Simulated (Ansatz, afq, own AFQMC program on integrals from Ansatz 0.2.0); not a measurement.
Atomization energy of Al2H, doublet

```yaml
atoms:
  - { symbol: Al, position_ang: [0.0000, 0.0000, 0.3526] }
  - { symbol: Al, position_ang: [0.0000, 0.0000, -2.3244] }
  - { symbol: H, position_ang: [0.0000, 0.0000, 1.9718] }
```

Connectivity, by distances: AlH–Al.

Atoms in their ground-state spins without spin–orbit coupling (mostly on UHF) minus the molecule (UHF), without zero-point energy. The geometry is a stationary point, not shown to be a minimum.

Basis cc-pVTZ. Noble-gas cores (and the filled d shells of Ga–Kr and In–Xe) are frozen. Integrals, coupled cluster, full CI and functionals: Ansatz 0.2.0; the random walks run on the same integrals in our own AFQMC program. ph-AFQMC/CISD is guided by a CISD state made of CCSD amplitudes; releasing the constraint for a short imaginary time cuts its bias at the price of noise, slowly where states lie close. Free AFQMC starts from the CCSD state and is never constrained. Its projection time is finite, and what remains of the start isn't in its error. Uncertainties: one standard error, sampling alone. The errors of all members are added in quadrature.

No full CI on the walks' own integrals is used here; CCSDT(Q) serves as the reference and is uncertain by about the last step of the cluster series. Each member takes its own surest rung, up to full CI.

Errors are counted within cc-pVTZ, not against nature.

Cautions: Al₂H (doublet): an unrestricted solution with more broken spin lies lower, the released energies are still falling, so no released level is given (meV from the phaseless value at times in 1/Eh: -5 ± 4 at 0.24, -11 ± 4 at 0.50, -17 ± 3 at 1.00, -19 ± 3 at 1.50), its ph-AFQMC/CISD value lies 34 ± 4 meV above CCSDT(Q).

Reference (CCSDT(Q)): 4.081 eV.

```tsv
level	atomization energy (eV)	error against CCSDT(Q) (eV)
HF	2.785	-1.296
MP2	3.897	-0.184
CCSD	3.942	-0.139
CCSD(T)	4.052	-0.030
ph-AFQMC/HF	4.110 ± 0.024	0.029 ± 0.024
ph-AFQMC/CISD	4.060 ± 0.004	-0.021 ± 0.004
free AFQMC	4.075 ± 0.004	-0.006 ± 0.004
```

Correlation beyond CCSD(T) adds 0.030 eV. The perturbative (T) step is worth +0.109 eV.

Free projections are given only where their last times agree within the noise and don't stop above the reference; a slow remainder of the start can still hide under it. A walk keeps the symmetry of its determinant, which the program's search chose and which needn't be the lowest solution, so a lower state of the same spin and another symmetry isn't excluded.
